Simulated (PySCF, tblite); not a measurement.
# H₄NO−, an ion with solvent molecules: NMR shifts, interaction energy, infrared bands, spin-spin couplings and core binding energies

An exercise on one series of results from a longer session: the logs are not shown, and one member is left open.

Programs: tblite 0.8.0 and PySCF 2.14.0. All values are calculated, for the isolated system unless a continuum is named. Atoms count from 0, parts from 1.

### Starting point

6 atoms, charge -1, multiplicity 1; geometry: rigid parts in contact. Parts: 1 = atoms 0–1, `[OH-]`, charge -1; 2 = atoms 2–5, `N`, charge 0.

The first run:

Job settings and geometry (Å):

```
{"job": {"kind": "dock", "xc": "GFN2-xTB", "basis": "xTB"}, "charge": -1, "multiplicity": 1, "parts": [{"atoms": "0-1", "charge": -1, "multiplicity": 1}, {"atoms": "2-5", "charge": 0, "multiplicity": 1}]}
O      0.489388    -0.004800    -0.002519
H     -0.489388     0.004800     0.002519
N      1.808231    -2.374530     0.634465
H      1.255592    -2.790993    -0.105024
H      1.730953    -1.368500     0.546315
H      2.776228    -2.623674     0.472041
```

With the program's defaults for keys left out, this is: GFN2-xTB search for minima from random contacts, gas phase.

Launch:

```bash
$ OMP_NUM_THREADS=1 python cluster_run.py task.json out
```

One launch serves the whole session: the jobs run in the order shown.

Among the steps run: Search for minima with GFN2-xTB; Geometry optimisation at PBE0-D3(BJ)/def2-TZVPD; Nuclear shieldings: PBE0/aug-pcSseg-2; Coupled-cluster interaction energy: CCSD(T) and MP2.

One of the session's tables, all rows but one given; the rest of the session is left out.

It belongs to the step «Coupled-cluster interaction energy: CCSD(T) and MP2». 

| method | interaction energy (kcal/mol) |
| --- | --- |
| HF/aug-cc-pVDZ | -14.40 |
| MP2/aug-cc-pVDZ | -15.63 |
| CCSD/aug-cc-pVDZ | ? |
| CCSD(T)/aug-cc-pVDZ | -15.60 |
| HF/aug-cc-pVQZ | -14.63 |
| MP2/aug-cc-pVQZ | -17.11 |
| SCS-MP2/aug-cc-pVQZ | -15.90 |
| MP2, extrapolated | -17.34 |
| CCSD(T), limit estimate | -17.31 |

Q: Estimate the row for CCSD/aug-cc-pVDZ from the others.

As computed: interaction energy (kcal/mol): -15.31. In the column «interaction energy (kcal/mol)» it lies between CCSD(T)/aug-cc-pVDZ (-15.60) and HF/aug-cc-pVQZ (-14.63).

Caveats from the session: The interaction energy leaves out the deformation of the parts, 2.25 kcal/mol (MP2); added to the CCSD(T) estimate it gives a binding of about -15.06 kcal/mol.
